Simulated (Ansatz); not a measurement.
Antifluorite Mg2Ge

These are PBE-D3(BJ) (Ansatz, a quantum-chemistry and plane-wave program, PAW) values and carry that method's errors.

Numerical settings: plane-wave cutoff 520 eV, 20×20×20 k mesh, perturbation theory, scalar-relativistic PAW data made under PBE.

Cell (relaxed at this level):

Mg2Ge is taken in the cubic space group Fm-3m (No. 225), the anti-fluorite structure, Pearson symbol cF12. Cell: a = 6.3244 Å, b = 6.3244 Å, c = 6.3244 Å, α = 90.00°, β = 90.00°, γ = 90.00°. Mg on 8c has 4 Ge at 2.739 Å (tetrahedral). Ge on 4a has 8 Mg at 2.739 Å (cubic). (Neighbours: up to the widest gap in distance over summed covalent radii, below 1.35, at either atom; cation-cation and far metal-metal contacts left out.)
(The calculation used a cell of 3 atoms; values per cell refer to that cell.)

```
Quantity                               Result
-------------------------------------  ------
electronic dielectric constant ε∞        15.8
dielectric constant ε0 (ions relaxed)    22.4
```

Note: the dispersion coefficients are held fixed in the derivatives.
